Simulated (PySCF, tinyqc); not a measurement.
Inside a calculation. Method: CISD on RHF in the sto-3g basis, frozen core, for LiH, spin multiplicity 1. The lowest restricted solution is unstable here: a spin-polarised one lies 0.0181 hartree lower (PySCF). One step of it, computed by the program tinyqc.

Question. CISD: determinants and Hamiltonian. Slater-Condon rules over spin orbitals, with the nuclear repulsion and the energy of the frozen orbital added and E(HF) subtracted on the diagonal. Only determinants linked to the reference directly or through others are kept (one block of an abelian symmetry group), so some states are absent.

one-electron integrals dressed by the frozen orbital, h + 2 (pq|11) - (p1|1q) (hartree), lower triangle:
```
           2          3          4          5          6
2  -0.653199
3   0.066311  -0.329105
4   0.000000   0.000000  -0.291397
5   0.000000   0.000000   0.000000  -0.291397
6  -0.103487   0.075656   0.000000   0.000000  -0.338964
```

energy of the frozen orbital, 2 h_11 + (11|11) = -7.57798743 hartree

Two-electron integrals over orbitals (pq|rs), unique and non-zero (hartree); the lowest 1 orbital is frozen and left out:
```
(22|22) 0.435516    (32|22) -0.066311   (32|32) 0.028361    (33|22) 0.212290
(33|32) 0.017209    (33|33) 0.321494    (42|42) 0.020857    (43|42) 0.021183
(43|43) 0.041372    (44|22) 0.235015    (44|32) 0.018748    (44|33) 0.277458
(44|44) 0.312946    (52|52) 0.020857    (53|52) 0.021183    (53|53) 0.041372
(54|54) 0.016869    (55|22) 0.235015    (55|32) 0.018748    (55|33) 0.277458
(55|44) 0.279207    (55|55) 0.312946    (62|22) 0.103487    (62|32) -0.051610
(62|33) -0.016487   (62|44) -0.042784   (62|55) -0.042784   (62|62) 0.132216
(63|22) -0.063633   (63|32) 0.023817    (63|33) 0.037203    (63|44) 0.011522
(63|55) 0.011522    (63|62) -0.043998   (63|63) 0.036491    (64|42) -0.017543
(64|43) -0.010747   (64|64) 0.018491    (65|52) -0.017543   (65|53) -0.010747
(65|65) 0.018491    (66|22) 0.404265    (66|32) -0.051141   (66|33) 0.239743
(66|44) 0.254055    (66|55) 0.254055    (66|62) 0.081856    (66|63) -0.047372
(66|66) 0.396553
```

nuclear repulsion = 0.66423918 hartree

Hartree-Fock energy = -7.78462997 hartree

Give: determinants; H - E(HF) between determinants.

Answer.

Occupation strings over the orbitals (2 doubly, a alpha, b beta, 0 empty; spin orbitals ordered 1a 1b 2a 2b ...): 220000 2ab000 2a000b 2ba000 2b000a 202000 20a00b 200200 200020 20b00a 200002

H - E(HF) between determinants (hartree), lower triangle:
```
         220000   2ab000   2a000b   2ba000   2b000a   202000   20a00b  200200
220000   0.0000
2ab000   0.0000   0.1009
2a000b   0.0000   0.0120   0.2830
2ba000   0.0000  -0.0284   0.0516   0.1009
2b000a   0.0000   0.0516  -0.1322   0.0120   0.2830
202000   0.0284   0.0835   0.0238  -0.0835  -0.0238   0.5342
20a00b  -0.0516   0.0238   0.0152   0.1200   0.0440   0.1129   0.4426
200200   0.0209   0.0212  -0.0175  -0.0212   0.0175   0.0414  -0.0107  0.6010
200020   0.0209   0.0212  -0.0175  -0.0212   0.0175   0.0414  -0.0107  0.0169
20b00a   0.0516   0.1200   0.0440   0.0238   0.0152  -0.1129  -0.0365  0.0107
200002   0.1322  -0.0440  -0.0216   0.0440   0.0216   0.0365   0.0283  0.0185

        200020   20b00a  200002
200020  0.6010
20b00a  0.0107   0.4426
200002  0.0185  -0.0283  0.5895
```
